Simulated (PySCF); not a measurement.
Continuum solvent and chemical shifts

Geometry:
| atom | x (Å) | y (Å) | z (Å) |
| --- | --- | --- | --- |
| N1 | 1.662 | -2.079 | -0.337 |
| C2 | 0.762 | -1.391 | -0.104 |
| C3 | -0.350 | -0.493 | 0.179 |
| C4 | 0.014 | 0.958 | -0.115 |
| Cl5 | -1.371 | 2.019 | 0.231 |
| H6 | -0.642 | -0.601 | 1.235 |
| H7 | -1.219 | -0.792 | -0.428 |
| H8 | 0.287 | 1.092 | -1.170 |
| H9 | 0.856 | 1.288 | 0.508 |

GIAO PBE0/pcSseg-1 in PySCF 2.14.0 with density-fitted response routines on one PBE0-D3(BJ)/def2-SVP conformer, non-relativistic, equivalent nuclei averaged. Solvents enter as an IEF-PCM continuum (benzene with ε = 2.3, water with ε = 78.4) around the gas-phase geometry. Shifts are referred to TMS computed in the same medium.

Gas phase, δ in ppm: C2 120.6, C4 44.1, C3 22.1, H8/H9 3.43, H6/H7 2.32. Dipole moment 1.98 D.

Problem. How does each δ change in the continuum?

Solution. 
```json
{"atoms": "C2", "environment": "nitrile carbon", "Δδ, benzene": "+3.3", "Δδ, water": "+7.4"}
{"atoms": "C4", "environment": "sp3 CH2 bonded to Cl", "Δδ, benzene": "+0.6", "Δδ, water": "+1.6"}
{"atoms": "C3", "environment": "sp3 CH2 α to a nitrile", "Δδ, benzene": "-0.1", "Δδ, water": "+0.1"}
{"atoms": "H8/H9", "environment": "hydrogen on an sp3 CH2 bonded to Cl", "Δδ, benzene": "+0.14", "Δδ, water": "+0.30"}
{"atoms": "H6/H7", "environment": "hydrogen on an sp3 CH2 α to a nitrile", "Δδ, benzene": "+0.17", "Δδ, water": "+0.38"}
```

Changes are relative to the gas phase. The dipole moment becomes 2.22 D in benzene, 2.50 D in water.

Problem. Which of the listed nuclei move most (in ppm), and what does the model miss? (N and O are left out, as their reference compounds move with the solvent too.)

Solution. C2 (nitrile carbon, +7.4 ppm) in water. A continuum only polarises the solute; specific hydrogen bonds, the anisotropy of aromatic solvents and changes of geometry or conformer are outside it.
